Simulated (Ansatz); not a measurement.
## How far each method lies from full CI for SiH4, singlet

Geometry: MP2(full)/6-31G*, from the G2/97 set.

| atom | x (Å) | y (Å) | z (Å) |
| --- | --- | --- | --- |
| Si | 0.0000 | 0.0000 | 0.0000 |
| H | 0.8561 | 0.8561 | 0.8561 |
| H | -0.8561 | -0.8561 | 0.8561 |
| H | -0.8561 | 0.8561 | -0.8561 |
| H | 0.8561 | -0.8561 | -0.8561 |

Basis STO-3G; Ansatz 0.2.0. Only valence electrons are correlated (noble-gas cores frozen), which leaves 8 electrons in 8 orbitals. Prefix R: restricted or restricted open-shell reference. Active spaces: valence = (8e, 8o) chosen from the atoms' valence shells.

Full CI is exact within this basis and frozen core; it isn't the basis-set limit.

- UHF ⟨S²⟩: 0.000
- T1 diagnostic (RCCSD): 0.0036
- largest doubles amplitude (RCCSD): 0.069

```tsv
level	E − E(RHF) (eV)
RMP2	-1.2651
RCCSD	-1.9138
RCCSD(T)	-1.9238
```

Q: Estimate how far full CI in STO-3G lies from RCCSD(T). The table doesn't fix it; the size of (T) and the diagnostics are the guide.

A: Full CI in STO-3G lies 0.5 kJ/mol below RCCSD(T), which is 54 % of the (T) step (-1.0 kJ/mol). The diagnostics give no warning, yet the rest is a sizeable part of (T).

The other levels:

```csv
level,E − E(full CI) (kJ/mol),share of correlation (%),wall time
CISD,7.7,95.88,0.12 s
BCCD(T),0.5,99.72,0.18 s
RCCSDT,0.1,99.97,–
CISDTQ,0.1,99.93,0.18 s
RCCSDT(Q),0.0,99.99,0.85 s
RCCSDTQ,0.0,100.00,0.85 s
```

The correlation energy at full CI, counted from RHF, is -1.929 eV. That run took 0.46 s on 1 thread of AMD EPYC 7R13, shared host over 1,284 determinants.

Run but not shown, since their state or frozen core can't be matched to the reference's or they repeat it: CASSCF (valence space), NEVPT2 (valence space), MRCISD (valence space), MRCISD+Q (valence space).

Times hold each run's SCF and search for its determinant on a shared host, so for small cases they say little of a method's own cost; they ran on 1 thread of AMD EPYC 7R13.

The full-CI state has the irrep A1 of C2v, in the program's axes (one component, if the state is degenerate).

Natural occupations of full CI about the gap: 1.983 1.969 1.969 1.969 0.035 0.025 0.025 0.025; effectively unpaired electrons, Σ n²(2−n)², 0.02.

Atomization energy (electronic, same basis, no zero-point term; atoms at the same level, unrestricted beside the R rows where the molecule is a closed shell, with restricted open-shell steps beyond CCSDT(Q)) at full CI: 1665.7 kJ/mol. Errors of other levels:

| level | error (kJ/mol) |
| --- | --- |
| RHF | -150.9 |
| RMP2 | -48.0 |
| CISD | -7.7 |
| RCCSD | -1.5 |
| RCCSD(T) | -0.5 |
| BCCD(T) | -0.5 |
| RCCSDT | -0.1 |
| CISDTQ | -0.1 |
| RCCSDT(Q) | 0.0 |
| RCCSDTQ | 0.0 |

This basis is far from its limit, so the value isn't to be set against a measured one. Truncated CI isn't size-consistent, which counts against it in atomization.
